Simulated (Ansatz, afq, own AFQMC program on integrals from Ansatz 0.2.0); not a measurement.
AFQMC on a folder of integrals that Ansatz 0.2.0 wrote.

```yaml
crystal:
  periodic: [false, false, false]
  atoms:
    - {symbol: Cl, position_ang: [-2.489899, 0.000001, -0.000001]}
    - {symbol: H, position_ang: [-0.612899, 0.000000, 0.000000]}
    - {symbol: Ge, position_ang: [1.156101, 0.000000, 0.000000]}
    - {symbol: H, position_ang: [1.624769, -1.465915, 0.000001]}
    - {symbol: H, position_ang: [1.624770, 0.732957, -1.269519]}
    - {symbol: H, position_ang: [1.624769, 0.732957, 1.269520]}
basis:
  gaussian: {orbitals: cc-pVTZ}
magnetization: {spin_polarized: true, initial_magnetization: 1}
correlation: {method: ccsd_t, electrons: outside_noble_gas, hamiltonian_folder: ham}
```

```sh
$ ansatz run in.yaml --threads 1 --pin off --events-out ev --progress --plain --max-ram 16896MiB --backend cuda --devices 0, --max-vram 18GiB
```

afq runs on the folder ham with

```
--method phaseless --trial cisd --walkers 600 --populations 10 --least-time 60 --time-step 0.005 --steps-per-block 50 --equilibration-blocks 28 --max-blocks 4000 --target-error 0.00023 --factor-cut 1e-05 --start spin_pure --seed 83 --release-times 0.24,0.51,0.99,1.5 --release-step 0.03 --release-every 4 --taylor-order 6
```

Times are imaginary, in 1/Eh. The walk had a cap of 168 s. With eight or more populations the least sampling time is a fifth of least-time, and the error comes from their spread. Filled inner d shells are frozen with the cores.

Output of the walk:

```
orbitals 114  electrons 8 7  factors 728 of 781
reference energy -2537.18558000 Eh
CCSD correlation -0.36245877 Eh in 12 cycles, weight of the determinant in the CISD state 0.8421
energy of the start -2537.545914 Eh
 block  time / (1/Eh)  mean weight  energy / Eh
     1     0.250  0.9994  -2537.539669
     2     0.500  0.9999  -2537.544152
     3     0.750  1.0000  -2537.547991
     4     1.000  0.9999  -2537.552353
     5     1.250  0.9992  -2537.553962
     7     1.750  0.9999  -2537.558258
     9     2.250  1.0011  -2537.558503
    13     3.250  1.0002  -2537.560205
    19     4.750  1.0000  -2537.559239
    25     6.250  1.0006  -2537.558669
    31     7.750  1.0007  -2537.561767
    37     9.250  0.9990  -2537.563362
    43    10.750  0.9996  -2537.562297
    49    12.250  1.0005  -2537.559102
    55    13.750  0.9989  -2537.559997
    58    14.500  1.0008  -2537.563445
    61    15.250  1.0003  -2537.558093
    67    16.750  1.0000  -2537.561878
    73    18.250  0.9989  -2537.560480
    79    19.750  1.0005  -2537.560977
    85    21.250  1.0002  -2537.561822
    91    22.750  1.0001  -2537.561518
    97    24.250  0.9997  -2537.558980
   103    25.750  1.0003  -2537.560658
   109    27.250  1.0001  -2537.561293
   115    28.750  0.9998  -2537.560282
   121    30.250  1.0006  -2537.560024
   127    31.750  1.0000  -2537.560083
error from the spread of 10 populations
released: time / (1/Eh)  energy / Eh  error  mean overlap
  0.24  -2537.561129  0.000247  1.0050
  0.51  -2537.561426  0.000239  0.9977
  0.99  -2537.561325  0.000407  0.9949
  1.50  -2537.562014  0.000511  0.9895
energy -2537.561113 +/- 0.000315 Eh
(rows thinned)
```

The run passed its tests (sampling time, drift between the halves within three errors, error under three times the target), which doesn't prove that it has relaxed, ending at its cap on processor time.

Against this walk (error 8.6 meV) on the same determinant: CCSD(T) 38.5 meV higher. The error is statistical and leaves out the bias of the constraint. Released to 1.50 1/Eh the energy moves by -25 ± 16 meV (both errors), within twice the noise.

Cautions: constraint bias not in the error; error above the target (8.6 against 6.3 meV); no relativity below Rb; no spin-orbit coupling; inner d shell frozen.

The walk took 2.8 min on 1 × NVIDIA H100 80GB HBM3 with 2 threads of AMD EPYC 7R13 Processor (Zen 3), with other jobs on the host (the card was shared). The log's last line is the phaseless energy.

A walk keeps the symmetry of its determinant, which the program's search chose and which needn't be the lowest solution, so a lower state of the same spin and another symmetry isn't excluded.
